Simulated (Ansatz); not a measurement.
water (SMILES O), charge 0, multiplicity 1, relaxed at each level with Ansatz (a program for electronic structure); harmonic frequencies from differences of analytic forces, average atomic masses, frozen cores.

```
level               O1–H2 (Å)  O1–H3 (Å)  H2–O1–H3 (°)  dipole (D)
------------------  ---------  ---------  ------------  ----------
HF/def2-TZVPP          0.9400     0.9400         106.2        2.01
PBE/def2-TZVPP         0.9692     0.9692         103.9        1.91
r2SCAN/def2-TZVPP      0.9603     0.9603         104.2        1.94
B3LYP/def2-TZVPP       0.9608     0.9608         104.9        1.94
PBE0/def2-TZVPP        0.9578     0.9578         104.7        1.95
wB97X-V/def2-TZVPP     0.9595     0.9595         104.8        1.96
MP2/cc-pVTZ            0.9591     0.9591         103.5        1.94
CCSD(T)/cc-pVDZ        0.9663     0.9663         101.9        1.97
CCSD(T)/cc-pVTZ        0.9594     0.9594         103.6        1.92
CCSD(T)/cc-pVQZ        0.9579     0.9579         104.1        1.89
```

Measured: equilibrium bond lengths O-H 0.9573 Å [Piccardo et al., J. Phys. Chem. A 119, 2058 (2015), semi-experimental]; equilibrium angles H-O-H 104.53 ° [Piccardo et al., J. Phys. Chem. A 119, 2058 (2015), semi-experimental].
